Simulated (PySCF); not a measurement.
Start geometry of formaldehyde, `O=C` from GFN2-xTB (Å):
```
atom  x, y, z in Å
C1     0.0032    0.0010   -0.0059
O2     1.1765   -0.2092   -0.0146
H3    -0.7484   -0.8062    0.0038
H4    -0.4210    1.0192   -0.0062
```

Q: What comes out of this run: PBE/def2-TZVP geometry optimisation, gas phase in PySCF 2.14.0?

A: 
```
atom  x, y, z in Å
C1     0.041    0.006   -0.007
O2     1.230   -0.205   -0.017
H3    -0.712   -0.821    0.002
H4    -0.378    1.044   -0.008
```

The energy falls by 2.0 kJ/mol over 3 energy and gradient evaluations, the largest force component goes from 0.0272 to 2.8e-04 Eh/bohr, and the atoms move by 0.016 Å rms after alignment. Among the bonds, C1=O2, C1–H3 and C1–H4 change most and about equally (+0.016 Å). Bonds longer at the end by more than 0.005 Å: 3 of 3; shorter: 0. Rotational constants go from 291613, 39433, 34736 to 279331, 38538, 33866 MHz. The orientation of the end geometry is arbitrary; only internal coordinates are fixed.

The run used 74 basis functions and 19 SCF cycles in all. Hardware: one thread of an Arm Neoverse V1, no GPU, shared host with 32 logical CPUs at a one-minute load of 22. Cost: 2.8 s, 0.28 GiB resident at most.

No PBE/def2-TZVP frequencies stand behind this structure, so it isn't proved a minimum.
